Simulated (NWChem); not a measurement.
Species: SiH4; SMILES [SiH4]

```xyz
5

Si     0.0000     0.0000     0.0000
H     -0.8618     0.8618     0.8618
H      0.8618    -0.8618     0.8618
H      0.8618     0.8618    -0.8618
H     -0.8618    -0.8618    -0.8618
```
Atoms are numbered in this order, from 1.

Program: NWChem. Geometry optimised at PBE0/def2-SVP; all other runs use it. Pople sets run with spherical d functions.

```csv
quantity,level,value
"isotropic polarisability (bohr³), static",PBE/aug-cc-pVDZ,33.5
"vertical, lowest excitation, singlet (eV)","CAM-B3LYP/6-31G*, TDA",9.76
"vertical ionisation energy, ΔSCF (eV)",M06-2X/def2-TZVP,12.54
"first 1s excitation (eV), Si K edge, unshifted","B3LYP/def2-TZVP, TDA",1798.0
orbital gap (eV),TPSS/def2-TZVP,9.21
highest harmonic frequency (cm⁻¹),PBE0/def2-SVP,2252
```
